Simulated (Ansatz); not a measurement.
Z-matrix (Å, degrees):
```
Si
H 1 1.4868
H 1 1.4868 2 108.21
H 1 1.4868 2 108.21 3 -117.03
C 1 1.8710 2 110.71 3 121.48
H 5 1.0922 1 110.92 2 180.00
H 5 1.0922 6 107.98 1 121.73
H 5 1.0922 6 107.98 7 116.53
```
Charge 0, spin multiplicity 1.

Calculation: frozen-core CCSD(T)/def2-TZVPP // r2SCAN-D4/def2-TZVP (Ansatz, a quantum-chemistry and plane-wave program).

* **HF energy**: -330.32146 Ha
* **MP2 correlation energy**: -0.31821 Ha

### Question
Estimate the CCSD correlation energy, the (T) correction, the total energy and the T1 diagnostic.

### Answer

```json
{
 "CCSD correlation energy": "-0.35748 Ha",
 "(T) correction": "-0.01131 Ha",
 "CCSD(T) total energy": "-330.69025 Ha",
 "T1 diagnostic": "0.010"
}
```
